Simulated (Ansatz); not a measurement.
`C=C1SC1C` → `C1=CSCC1`  (isomerisation)

Calculated with Ansatz (gas phase, PBE0-D4/def2-TZVP geometries, no zero-point term in ΔE). CCSD(T)/CBS is the MP2 limit (def2-TZVPP, def2-QZVPP) plus CCSD(T) − MP2 in def2-TZVPP, frozen cores. Functionals use def2-TZVPP. B3LYP here is the variant with VWN-RPA as its local correlation; programs differ in this.

(1) Is it downhill or uphill in electronic energy at CCSD(T)/CBS, and by how much? (Estimate.)

(2) What do these levels give: r2SCAN0-D4, ωB97M-V, B2PLYP, PBE-QIDH, B3LYP, HF/def2-SVP, HF/def2-TZVPP, MP2/def2-TZVPP, CCSD/def2-TZVPP, HF/def2-QZVPP, SCS-MP2/def2-QZVPP, HF/CBS(def2)? (An estimate is asked.)

Largest T1 diagnostic among the species: 0.012.

Answers

(1) Computed: Downhill: ΔE = -21.0 kcal/mol.

(2) Ansatz gave: r2SCAN0-D4 -19.8, ωB97M-V -20.5, B2PLYP -18.8, PBE-QIDH -21.4, B3LYP -17.5, HF/def2-SVP -20.3, HF/def2-TZVPP -21.7, MP2/def2-TZVPP -19.7, CCSD/def2-TZVPP -21.1, HF/def2-QZVPP -21.8, SCS-MP2/def2-QZVPP -20.1, HF/CBS(def2) -21.8 kcal/mol.

The D4 term adds −0.9 kcal/mol with B3LYP and −0.4 kcal/mol with PBE0; it sums over pairs of atoms, weighted by their polarisabilities, and B3LYP, whose exchange is more repulsive, gets the larger term. In def2-TZVPP, CCSD(T) changes the Hartree–Fock value by +1.1 kcal/mol (the triples alone add +0.6 kcal/mol) and MP2 by +2.0 kcal/mol.
